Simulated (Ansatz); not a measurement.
Basis-set extrapolation for `CC(=S)C(=N)F` (PBE0-D4/def2-TZVP geometry, frozen core, the Gaussian-basis code of Ansatz). Multiplicity 1, RHF reference.

```
                      def2-TZVPP   def2-QZVPP
                 HF  -667.439103  -667.461862
    MP2 correlation    -1.100952    -1.184863
CCSD(T) correlation    -1.185214      not run
```

Energies in hartree. Use E(X) = E(∞) + A·exp(−7.88·√X) for Hartree–Fock and E(X) = E(∞) + B·X^(−2.97) for correlation, with X = 3 and 4, and add CCSD(T) minus MP2 of the smaller set to the MP2 limit.

Question: What is the CCSD(T) energy at the basis-set limit?

Answer: HF limit: -667.461862 + (-0.022759) × 0.13774 = -667.46500. MP2 limit: -1.184863 + (-0.083911) × 0.74074 = -1.24702. Higher-order term: -1.185214 − (-1.100952) = -0.08426. Total: -668.79628 hartree, 107.9 kcal/mol below CCSD(T)/def2-TZVPP.
